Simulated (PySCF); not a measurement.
Compound: chlorocyclobutane, C4H7Cl.
SMILES: `ClC1CCC1`

Vertical excitations from PySCF (density fitting, frozen core in the response, grid level 2 and gas phase unless stated; continuum runs use non-equilibrium linear response for the excitations) on a GFN2-xTB geometry. Reference run:

```tsv
settings	S1, eV (f)	S2, eV (f)	S3, eV (f)	S4, eV (f)	S5, eV (f)	S6, eV (f)	T1, eV (Tamm–Dancoff)	mean α (au)
wB97X-D/def2-SVPD, full TDDFT, 8 singlets	7.40 (0.005)	7.42 (0.000)	8.33 (0.017)	8.41 (0.066)	8.90 (0.043)	8.93 (0.022)	6.81	59.3
```

**Question.** What do these settings give: WP04/IGLO-II, start guess atom, damping 0.2 at the start, DIIS from the seventh cycle, full TDDFT, 12 singlets?

**Answer.** 
| settings | S1, eV (f) | S2, eV (f) | S3, eV (f) | S4, eV (f) | S5, eV (f) | S6, eV (f) | T1, eV (Tamm–Dancoff) | mean α (au) |
| --- | --- | --- | --- | --- | --- | --- | --- | --- |
| WP04/IGLO-II, start guess atom, damping 0.2 at the start, DIIS from the seventh cycle, full TDDFT, 12 singlets | 7.25 (0.003) | 7.27 (0.000) | 8.30 (0.003) | 8.32 (0.013) | 8.60 (0.001) | 8.94 (0.008) | 6.59 | 51.4 |

S1 moves by -0.15 eV; functional and basis change together, so the shift can't be laid on one. States are counted by energy in each run and needn't keep their character from row to row.

WP04 was designed for NMR shieldings or shifts; total energies of different functionals aren't comparable.

**Question.** Which orbital pairs make up S1 in each run, and how does it sit against the orbital gap?

**Answer.** 
```
                                                                                                      settings  S1 configurations (weight)  S1 (eV)  orbital gap (eV)  S1 − gap (eV)
                                                                     wB97X-D/def2-SVPD, full TDDFT, 8 singlets        H→L 0.55, H→L+1 0.28     7.40             12.30          -4.90
WP04/IGLO-II, start guess atom, damping 0.2 at the start, DIIS from the seventh cycle, full TDDFT, 12 singlets                    H→L 0.99     7.25              7.97          -0.72
```

One conformer stands for the species.

Note: wB97X-D ran without an empirical dispersion term, which enters the total energy and its gradient alone.
